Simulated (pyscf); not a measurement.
Structures and frequencies: ωB97X-D3(BJ)/def2-SVP in PySCF. Correlated levels are frozen-core, on RHF or UHF. ΔMP2 is the change of the MP2 total energy from the triple- to the quadruple-zeta basis.

Q: For the elementary gas-phase step H₂N–SiH(OH)–OH → HO–Si:–OH [singlet] + NH₃ (singlet surface; N–Si, H–Si broken, H–N formed), what barrier and reaction energy does CCSD(T)/def2-TZVPP + ΔMP2(QZVPP) give, measured from the reactant's lowest minimum found?

A: ΔE‡ = 327.5 kJ/mol, ΔE = +199.4 kJ/mol. Zero-point energy shifts the barrier by -9.2 kJ/mol. It is a 1,1-elimination, with an imaginary mode of 1596i cm⁻¹. On the product side the descent ends in an adduct with a N–Si contact, 49.1 kJ/mol under the separated species and 171.1 kJ/mol under the saddle at ωB97X-D3(BJ)/def2-TZVP. What is counted as broken (N–Si) persists as a longer contact in the product adduct; parting that adduct is a step of its own. The same reactants have a lower exit, to O=SiH–OH + NH₃ (highest point, the separated products, at +233.0 kJ/mol at ωB97M-D3(BJ), against +324.3 kJ/mol here). This is the saddle that the search found; another between the same sides may lie lower. The CCSD(T) − MP2 part came from Ansatz, without density fitting, on the same reference.
